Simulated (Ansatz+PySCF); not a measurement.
**singlet HF₂(-): levels of theory in one basis**

```xyz
3

F     0.0000    0.0000   -1.1439
H     0.0000    0.0000    0.0000
F     0.0000    0.0000    1.1439
```

Basis set: def2-SVP (spherical functions). Left uncorrelated: 2 orbitals. Charge -1, multiplicity 1.

Computed with Ansatz (development build ahead of 0.2.0); each method stands on the lowest determinant of its kind that the runs found. NEVPT2 correlates all electrons. Active spaces start from the frontier orbitals, and the lowest solution found is given.

| method | E − E(RHF) (eV) | <S²> of the determinant |
| --- | --- | --- |
| RHF | 0.00 | 0.00 |
| RHF-CCSD | -11.06 | – |
| RHF-CCSD(T) | -11.15 | – |
| CASSCF(2,2) | -0.48 | – |
| SC-NEVPT2(2,2) | -10.82 | – |

Q: What does RHF-MP2 give on the same scale?

A: -10.88 eV.

Q: Is a single determinant a sound starting point here?

A: By this sign, yes. Unrestricted orbitals gain 0.00 eV and <S²> is 0.00 against 0.00 for a pure state. The CASSCF(2,2) natural occupations are 1.99, 0.01.

Caution: no diffuse functions for an anion. Caution for CASSCF(2,2): other starts end on other solutions of this active space.
